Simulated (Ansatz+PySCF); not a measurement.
Results of a calculation; reference values are marked as such.
## PySCF 2.14.0 run

```python
from pyscf import gto, scf

mol = gto.M(atom="""
C -0.004170 -0.008830 -0.307500
O 0.004010 1.126100 0.213600
O -0.003550 -1.124830 0.212590
H 0.001330 -0.000700 -1.482910
""", basis='def2-svp', charge=-1, spin=0)
mf = scf.RHF(mol)
mf.kernel()
print(mf.converged, mf.e_tot, mf.spin_square()[0])
```

The script is written out from the run's settings.

Output:

```json
{
 "Converged": "yes",
 "Total energy": "-188.03571 hartree",
 "Spin squared of the determinant": "0.000",
 "Cycles": "10"
}
```

Caution: no diffuse functions for an anion.
